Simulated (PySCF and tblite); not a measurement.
Values are calculated unless marked as measured or tabulated.
## Barrier and rate of a ring inversion

System: C₅H₈O, numbered as in [CH:1]1=[CH:2][CH2:3][O:4][CH2:5][CH2:6]1.

Motion: inversion of the 6-membered ring (1–2–3–4–5–6). Geometries: PBE0-D3(BJ)/def2-SVP; energies: PBE0/pcSseg-1 + D3(BJ); zero-point and thermal terms from GFN2-xTB harmonic modes (soft modes blended into free rotors). Rate constants are transition-state-theory values, counting equivalent paths, without tunnelling. Shieldings: GIAO at the same DFT level; methyl-like tops are averaged, other torsions stay as in the two minima; line shapes leave out couplings; of unlike H on one atom, [a] is the less shielded. (PySCF 2.14 with density fitting, tblite 0.8.)

| point | symmetry | E(GFN2) kcal/mol | E(DFT) kcal/mol | ZPE change kcal/mol | lowest mode cm⁻¹ | dipole D |
| --- | --- | --- | --- | --- | --- | --- |
| start (half-chair) | C1 | 0.0 | 0.0 | 0.00 | 146 | 1.24 |
| saddle (between boat and twist-boat) | C1 | 4.1 | 6.4 | -0.18 | 88i | 1.46 |
| end (half-chair) | C1 | 0.0 | 0.0 | 0.00 | 146 | 1.24 |

```json
{
  "Electronic barrier": "6.4 kcal/mol",
  "Barrier with zero-point energy": "6.3 kcal/mol",
  "ΔH‡ (298 K)": "5.9 kcal/mol",
  "ΔS‡ (298 K, symmetry apart)": "-2.3 cal/(mol K)",
  "Paths": "2 equivalent paths",
  "End point": "the same structure with atoms interchanged, or its mirror image",
  "Mean lifetime of the start against this motion at 298 K": "5.3 ns",
  "Cost": "110 s on 1 thread of Intel Xeon Platinum 8559C, on a host shared with other jobs (rough), peak memory 0.73 GiB, launched as `OMP_NUM_THREADS=1 python ens_run.py task.json out`"
}
```

```csv
T/K,ΔG‡ kcal/mol,k s⁻¹
150,6.3,3690
200,6.4,8.5×10⁵
250,6.5,2.2×10⁷
298,6.6,1.9×10⁸
350,6.7,9.7×10⁸
400,6.8,3.1×10⁹
500,7.1,1.6×10¹⁰
```

ΔG and ΔG‡ leave out symmetry numbers and mirror images; rates count paths: 2 out.

Sites that the motion interchanges:

```
nucleus         site   ppm          scale
     ¹H  H on C6 [b]  1.53  δ against TMS
     ¹H  H on C6 [a]  2.38  δ against TMS
     ¹H  H on C5 [a]  3.81  δ against TMS
     ¹H  H on C5 [b]  3.33  δ against TMS
```

| nucleus | sites | ¹H MHz | spread Hz | coalescence K | k there s⁻¹ |
| --- | --- | --- | --- | --- | --- |
| ¹H | H on C6 [b] / H on C6 [a] | 90 | 76 | 131 | 168 |
| ¹H | H on C6 [b] / H on C6 [a] | 270 | 229 | 138 | 513 |
| ¹H | H on C6 [b] / H on C6 [a] | 500 | 424 | 141 | 954 |
| ¹H | H on C5 [a] / H on C5 [b] | 90 | 44 | 128 | 96 |
| ¹H | H on C5 [a] / H on C5 [b] | 270 | 131 | 134 | 292 |
| ¹H | H on C5 [a] / H on C5 [b] | 500 | 243 | 138 | 541 |

Coalescence temperatures outside 150 to 500 K extrapolate the thermal terms and ignore freezing or boiling of a solvent.
